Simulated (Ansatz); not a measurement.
## Cubic perovskite SrTiO3 (cubic form, which distorts at low temperature)

All values below come from PBEsol+SOC in Ansatz (plane waves, PAW).

Settings: plane-wave cutoff 520 eV, 10×10×10 k mesh, Fermi–Dirac smearing 0.01 eV, PAW data made under PBE.

Cell: measured lattice: a = b = c = 3.9050 Å, α = β = γ = 90.00°.

| Property | Result |
|---|---|
| band gap | 1.82 eV (indirect) |
| smallest direct gap on the k points sampled | 2.15 eV |

Measured, for comparison: band gap 3.59 eV (zero-point renormalisation of 336 meV (experimental, the table's column) added back here, indirect; inputs from Miglio et al. (2020), arXiv:2011.12765). Computed (rounded) less measured: band gap -1.77 eV.

Note: cell and atoms aren't relaxed at this level (pressure -1.9 GPa).

Computed values are for the static lattice.

Ansatz is an electronic-structure program.
